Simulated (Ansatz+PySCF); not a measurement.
**doublet C3H5O: levels of theory in one basis**

| atom | x (Å) | y (Å) | z (Å) |
| --- | --- | --- | --- |
| C | -1.1370 | -0.8666 | 0.0036 |
| C | -0.0926 | 0.1154 | 0.0060 |
| C | 1.3555 | -0.3609 | 0.0077 |
| H | -2.1680 | -0.5393 | 0.0022 |
| H | -0.9158 | -1.9365 | 0.0090 |
| O | -0.3657 | 1.3095 | -0.0001 |
| H | 2.0160 | 0.5051 | -0.0222 |
| H | 1.5674 | -0.9676 | 0.8875 |
| H | 1.5597 | -0.9743 | -0.8717 |

Basis set: cc-pVTZ (spherical functions). Left uncorrelated: 4 orbitals. Correlation on ROHF uses semicanonical orbitals with singles. Charge 0, multiplicity 2.

Computed with Ansatz (development build ahead of 0.2.0); each method stands on the lowest determinant of its kind that the runs found.

```tsv
method	E − E(ROHF) (eV)	<S²> of the determinant
ROHF	0.00	0.75
UHF	-0.32	0.89
ROHF-MP2	-19.32	–
```

Question: What does UHF-MP2 give on the same scale?

Answer: -19.04 eV.

Caution for UHF, UHF-MP2: the unrestricted determinant is spin contaminated. Caution for ROHF-MP2, UHF-MP2: forces differ strongly between restricted and unrestricted references.
